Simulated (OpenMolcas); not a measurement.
**SiH2O (oxosilane): a line through the functionals**

SiH2O has 4 atoms, charge 0, and is taken as a singlet. As SMILES, `O=[SiH2]`. The shape is that of a PBE0-D4/def2-TZVP optimisation.

The dipole moment y, in D, basis def2-TZVPP; a is the functional's share of exact exchange. Programs: OpenMolcas 26.06.

| functional | program | a | y (D) |
| --- | --- | --- | --- |
| BLYP | OpenMolcas | 0 | 3.41 |
| r2SCAN | OpenMolcas | 0 | 3.53 |
| B3LYP | OpenMolcas | 0.2 | ? |
| PBE0 | OpenMolcas | 0.25 | 3.69 |
| BHLYP | OpenMolcas | 0.5 | 3.99 |

Q: Fit y = c + s·a to the known rows and predict B3LYP.

A: 
1. Means of the 4 rows: a = 0.1875, y = 3.655.
2. Σ(Δa)² = 0.17188, Σ(Δa·Δy) = 0.17625, so the slope is 0.17625/0.17188 = 1.0254.
3. Intercept: 3.655 − (1.0254) × 0.1875 = 3.463. The largest residual of the fit is 0.067.
4. B3LYP: 3.463 + (1.0254) × 0.2 = 3.67 D.

The run gave 3.67 D, so the prediction is off by 0.00 D: they agree to the digits shown. More exact exchange makes the molecule more polar here. The rows mix families of semi-local functionals, which the line can't see.
